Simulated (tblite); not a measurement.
Species: C₅H₁₀N (doublet state).
Numbering: `[CH2:1][N:2]([CH:3]=[CH2:4])[CH2:5][CH3:6]` (hydrogens: H7, H8 on C1; H9 on C3; H10, H11 on C4; H12, H13 on C5; H14, H15, H16 on C6)

Cartesian coordinates in Å at the GFN2-xTB level; atoms count from 1:
```
atom  x, y, z in Å
C1     0.0248    2.0033    0.0758
N2    -0.2714    0.7025    0.3415
C3    -1.4524    0.1459   -0.0504
C4    -1.8284   -1.1411    0.0593
C5     0.7498   -0.1144    0.9579
C6     1.6090   -0.8274   -0.0858
H7    -0.7139    2.6236   -0.3871
H8     0.9192    2.4267    0.4811
H9    -2.1364    0.8587   -0.4911
H10   -2.8040   -1.4381   -0.2755
H11   -1.2103   -1.9154    0.4735
H12    1.3813    0.5309    1.5738
H13    0.2680   -0.8453    1.6116
H14    2.3641   -1.4367    0.4041
H15    0.9899   -1.4666   -0.7099
H16    2.1033   -0.0977   -0.7227
```

Computed with GFN2-xTB (tblite): harmonic, unscaled wavenumbers at the GFN2-xTB geometry, gas phase. This tight-binding method is rough: wavenumbers can miss measured ones by several per cent, in bad cases by 10 to 20. One conformer, not necessarily the lowest. Open shells enter through the occupations alone, without spin polarisation, and single modes of such species can be off by tens of per cent.

Harmonic wavenumbers (cm⁻¹): 90.5, 175.1, 194.1, 202.4, 259.3, 322.6, 367.7, 442.9, 460.9, 553.8, 591.6, 742.7, 820.3, 830.2, 943.2, 967.0, 1026.2, 1049.1, 1088.1, 1128.2, 1237.3, 1282.3, 1322.7, 1334.9, 1358.4, 1400.8, 1405.8, 1466.2, 1479.6, 1487.0, 1499.3, 1658.5, 2964.1, 2973.6, 3043.1, 3044.4, 3050.9, 3066.4, 3134.2, 3157.7, 3160.3, 3205.1.

A = 4324, B = 3421, C = 2155 MHz; mass 84.081 u (most abundant isotopes); point group C1, symmetry number 1; spin multiplicity 2.

What is the zero-point energy?

Half the sum of the wavenumbers: 29994 cm⁻¹ = 358.81 kJ/mol.

Entropy at 273.15 K, 1 bar (ideal gas, RRHO, classical rotation)?

Translation 162.31, rotation 110.68, vibration 68.75, spin (R ln 2) 5.76: S = 347.5 J/(mol K).

And Cp and H(273.15 K) − H(0)?

Cp = 119.92 J/(mol K), of which vibrations give 86.66 (their classical limit is 42 R = 349.2); H(273.15 K) − H(0) = 20.20 kJ/mol without the zero-point energy, 11.12 from vibrations.

What must be added to the electronic energy to get the Gibbs energy at 273.15 K and 1 bar?

ZPE + [H(273.15 K) − H(0)] − T·S = 358.81 + 20.20 − 94.92 = 284.09 kJ/mol.

Blend soft modes into free rotors: weight 1/[1 + (100 cm⁻¹/ν̃)⁴] for the oscillator and the rest for a rotor with moment μB/(μ + B), μ = h/(8π²ν), B = 10⁻⁴⁴ kg m². What vibrational entropy results?

67.35 J/(mol K) in place of 68.75, which changes −T·S at 273.15 K by +0.38 kJ/mol.

Hindered rotation and anharmonicity are outside this model. Other conformers, if any are populated, would add a mixing term that is left out. The structure is chiral; the term R ln 2 for an equal mix with its mirror image is left out.
